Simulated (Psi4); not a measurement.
# doublet [AlHCl2]+ at 3 levels

Aim: a comparison of 3 runs (U-revPBE/def2-TZVP, UBLYP/def2-TZVP, UM06-L/def2-TZVP) of doublet [AlHCl2]+. 

The calculation is run with Psi4 1.11.

2 further runs of the same task are left out: 2 set aside as unsound or not needed.

## (1) The molecule

[AlHCl2]+ has 4 atoms, charge +1, and is taken as a doublet. As SMILES of the parent species, `[H][Al]([Cl])[Cl]`. Geometry: a GFN2-xTB relaxation, a rough one for these elements and not checked as a minimum. That shape belongs to the parent species and isn't relaxed for this state.

Bond lengths: Al1–Cl2 2.022 Å, Al1–Cl3 2.023 Å, Al1–H4 1.522 Å. Angles: Cl2–Al1–Cl3 124.1°, Cl2–Al1–H4 118.0°, Cl3–Al1–H4 117.9°.

## (2) A single-point energy at U-revPBE/def2-TZVP (run 1)

The input, run.py:

```python
import psi4

psi4.set_memory('1600 MB')
psi4.set_num_threads(1)
psi4.set_output_file('run.log', False)

mol = psi4.geometry("""
1 2
Al    -0.09023442    -0.15242531    -0.00079368
Cl     3.72625646    -0.34506399     0.02698529
Cl    -2.07053512     3.11784024    -0.02991436
H     -1.56546802    -2.62035094     0.00374166
units bohr
symmetry c1
no_reorient
no_com
""")

options = {'basis': 'def2-TZVP', 'reference': 'uks', 'puream': True, 'e_convergence': 1e-09, 'd_convergence': 1e-08, 'scf_type': 'pk', 'dft_radial_points': 99, 'dft_spherical_points': 590, 'maxiter': 200}
psi4.set_options(options)

result, w = psi4.energy('revpbe', return_wfn=True)
psi4.oeprop(w, 'MULLIKEN_CHARGES', 'QUADRUPOLE', 'LOWDIN_CHARGES', title='REVPBE')
print(f'total energy {result:.8f} hartree = {result * 27.211386:.5f} eV')
```

Started as:

```
$ python run.py
```

run.log:

```text
[...]
  Running in c1 symmetry.
[...]
  Nuclear repulsion =  168.858064394059824
[...]
  Multiplicity = 2
[...]
  Nalpha       = 24
  Nbeta        = 23
[...]
    Number of basis functions: 117
[...]
   @UKS iter   1: -1162.89567682604206    2.74946e-01   3.74071e-03 DIIS/ADIIS
[...]
   @UKS iter  19: -1162.96758530009720   -9.00400e-11   9.41967e-09 DIIS
[...]
   @S^2 Observed:                7.537466507E-01
[...]
  @UKS Final Energy: -1162.96758530009720
   => Energetics <=
    Nuclear Repulsion Energy =            168.8580643940598236
    One-Electron Energy =               -1933.7360749936672164
    Two-Electron Energy =                 677.0084298819911055
    DFT Exchange-Correlation Energy =     -75.0980045824808968
    Empirical Dispersion Energy =           0.0000000000000000
    VV10 Nonlocal Energy =                  0.0000000000000000
    Total Energy =                      -1162.9675853000971983
[...]
 Multipole Moments:
 ------------------------------------------------------------------------------------
     Multipole            Electronic (a.u.)      Nuclear  (a.u.)        Total (a.u.)
 ------------------------------------------------------------------------------------
 L = 1.  Multiply by 2.5417464519 to convert [e a0] to [Debye]
 Dipole X            :        -25.3140237           25.4087473            0.0947236
 Dipole Y            :        -42.3755465           42.5353163            0.1597698
 Dipole Z            :          0.0550020           -0.0563704           -0.0013684
 Magnitude           :                                                    0.1857439
 L = 2.  Multiply by 1.3450342976 to convert [e a0^2] to [Debye ang]
 Quadrupole XX       :       -331.6674355          311.4822885          -20.1851470
 Quadrupole XY       :        126.3801076         -127.3228311           -0.9427235
[...]
```

On the terminal:

```text
total energy -1162.96758530 hartree = -31645.95987 eV
```

Run time: 18 s. Hardware: 1 thread of Intel Xeon 6975P-C (Granite Rapids), shared host; peak memory 0.7 GiB.

## (3) Energy and gradient at UBLYP/def2-TZVP (run 2)

The input, input.dat:

```
memory 1600 mb

molecule {
  1 2
  Al    -0.047750    -0.080660    -0.000420
  Cl     1.971850    -0.182600     0.014280
  Cl    -1.095680     1.649890    -0.015830
  H     -0.828410    -1.386630     0.001980
  units angstrom
  symmetry c1
}

set basis def2-TZVP
set reference uks
set puream true
set e_convergence 1e-09
set d_convergence 1e-08
set scf_type pk
set dft_radial_points 99
set dft_spherical_points 590
set maxiter 200

E, wfn = gradient("blyp", return_wfn=True)
oeprop(wfn, "QUADRUPOLE", "MULLIKEN_CHARGES", "MAYER_INDICES", title="BLYP")
```

Started as:

```
$ psi4 -n 1 input.dat output.dat
```

output.dat:

```text
[...]
  Running in c1 symmetry.
[...]
  Nuclear repulsion =  168.858064411667328
[...]
  Multiplicity = 2
[...]
  Nalpha       = 24
  Nbeta        = 23
[...]
    Number of basis functions: 117
[...]
   @UKS iter   1: -1163.11385710185004    2.74042e-01   4.02133e-03 DIIS/ADIIS
[...]
   @UKS iter  20: -1163.19318321257651   -8.18545e-12   4.50013e-09 DIIS
[...]
   @S^2 Observed:                7.539943902E-01
[...]
  @UKS Final Energy: -1163.19318321257651
   => Energetics <=
    Nuclear Repulsion Energy =            168.8580644116673284
    One-Electron Energy =               -1933.7919415861906600
    Two-Electron Energy =                 677.0651220214365367
    DFT Exchange-Correlation Energy =     -75.3244280594897475
    Empirical Dispersion Energy =           0.0000000000000000
    VV10 Nonlocal Energy =                  0.0000000000000000
    Total Energy =                      -1163.1931832125765141
[...]
  -Total Gradient:
     Atom            X                  Y                   Z
    ------   -----------------  -----------------  -----------------
       1       -0.006167389348    -0.010814972398     0.000024730649
       2       -0.031090165455     0.007572488894    -0.000248036770
       3        0.021252428427    -0.023509127070     0.000264857203
       4        0.016004608316     0.026750504101    -0.000041501625
[...]
  Mulliken Charges: (a.u.)
   Center  Symbol    Alpha    Beta     Spin     Total
       1    AL     6.23990  6.17609  0.06380  0.58401
       2    CL     8.58985  8.25534  0.33452  0.15481
       3    CL     8.59043  8.25473  0.33569  0.15484
       4     H     0.57982  0.31384  0.26598  0.10634
   Total alpha = 24.00000, Total beta = 23.00000, Total charge =  1.00000
  Mayer Bond Indices:
  Total Bond Index:
  Irrep: 1 Size: 4 x 4
[...]
```

Run time: 25 s. Hardware: 1 thread of Intel Xeon 6975P-C (Granite Rapids), shared host; peak memory 0.69 GiB.

## (4) The energy at UM06-L/def2-TZVP (run 3)

The input, alcl2h.json:

```json
{
 "schema_name": "qcschema_input",
 "schema_version": 1,
 "molecule": {
  "schema_name": "qcschema_molecule",
  "schema_version": 2,
  "symbols": ["Al", "Cl", "Cl", "H"],
  "geometry": [-0.09023442, -0.15242531, -0.00079368, 3.72625646, -0.34506399, 0.02698529, -2.07053512, 3.11784024, -0.02991436, -1.56546802, -2.62035094, 0.00374166],
  "molecular_charge": 1,
  "molecular_multiplicity": 2,
  "fix_symmetry": "c1",
  "fix_com": true,
  "fix_orientation": true
 },
 "driver": "energy",
 "model": {
  "method": "m06-l",
  "basis": "def2-TZVP"
 },
 "keywords": {
  "reference": "uks",
  "puream": true,
  "e_convergence": 1e-09,
  "d_convergence": 1e-08,
  "scf_type": "pk",
  "dft_radial_points": 99,
  "dft_spherical_points": 590,
  "maxiter": 200,
  "scf_properties": ["WIBERG_LOWDIN_INDICES", "MULLIKEN_CHARGES", "LOWDIN_CHARGES"]
 }
}
```

Started as:

```
$ psi4 --qcschema alcl2h.json -n 1 --memory 1600MB
```

stdout:

```text
[...]
  Running in c1 symmetry.
[...]
  Nuclear repulsion =  168.858064394059824
[...]
  Multiplicity = 2
[...]
  Nalpha       = 24
  Nbeta        = 23
[...]
    Number of basis functions: 117
[...]
   @UKS iter   1: -1163.11413630515472    2.30743e-01   3.30661e-03 DIIS/ADIIS
[...]
   @UKS iter  20: -1163.16948477867959   -1.27329e-11   3.93878e-09 DIIS
[...]
   @S^2 Observed:                7.555457232E-01
[...]
  @UKS Final Energy: -1163.16948477867959
   => Energetics <=
    Nuclear Repulsion Energy =            168.8580643940598236
    One-Electron Energy =               -1934.0672942963878995
    Two-Electron Energy =                 677.4109742647367511
    DFT Exchange-Correlation Energy =     -75.3712291410880937
    Empirical Dispersion Energy =           0.0000000000000000
    VV10 Nonlocal Energy =                  0.0000000000000000
    Total Energy =                      -1163.1694847786795890
[...]
 Multipole Moments:
 ------------------------------------------------------------------------------------
     Multipole            Electronic (a.u.)      Nuclear  (a.u.)        Total (a.u.)
 ------------------------------------------------------------------------------------
 L = 1.  Multiply by 2.5417464519 to convert [e a0] to [Debye]
 Dipole X            :        -25.3406569           25.4087473            0.0680904
 Dipole Y            :        -42.4188919           42.5353163            0.1164244
 Dipole Z            :          0.0550011           -0.0563704           -0.0013693
 Magnitude           :                                                    0.1348807
[...]
```

The result, in JSON:

```text
{
 "driver": "energy",
 "model": {
  "method": "m06-l",
  "basis": "def2-TZVP"
 },
 "success": true,
 "return_result": -1163.1694847786796,
 "properties": {
  "calcinfo_nbasis": 117,
  "calcinfo_nmo": 117,
  "calcinfo_nalpha": 24,
  "calcinfo_nbeta": 23,
  "calcinfo_natom": 4,
  "nuclear_repulsion_energy": 168.85806439405982,
  "return_energy": -1163.1694847786796,
  "scf_one_electron_energy": -1934.067294296388,
  "scf_two_electron_energy": 677.4109742647368,
  "scf_xc_energy": -75.3712291410881,
  "scf_dipole_moment": [0.06809037851773425, 0.11642436654434363, -0.0013692765856165093],
  "scf_total_energy": -1163.1694847786796,
  "scf_iterations": 20
 }
}
```

Wall time 35 s (1 thread of Intel Xeon 6975P-C (Granite Rapids), shared host); peak memory 0.71 GiB.

## (5) The series

| run | level | task | energy (Eh) | HOMO energy (eV) | LUMO energy (eV) | ⟨S²⟩ | wall time |
| --- | --- | --- | --- | --- | --- | --- | --- |
| 1 | U-revPBE/def2-TZVP | energy | -1162.967585 | -14.17 | -14.06 | 0.754 | 18 s |
| 2 | UBLYP/def2-TZVP | gradient | -1163.193183 | -14.05 | -13.96 | 0.754 | 25 s |
| 3 | UM06-L/def2-TZVP | energy | -1163.169485 | -14.40 | -14.26 | 0.756 | 35 s |

## (6) What came out

```
                                 quantity           value
                      run 3: total energy  -1163.16948 Eh
run 3: HOMO energy (highest over α and β)       -14.40 eV
 run 3: LUMO energy (lowest over α and β)       -14.26 eV
                              run 3: ⟨S²⟩           0.756
```

What this shows: Totals of different functionals can't be ranked against each other. All runs together took 77 s, the longest 35 s.
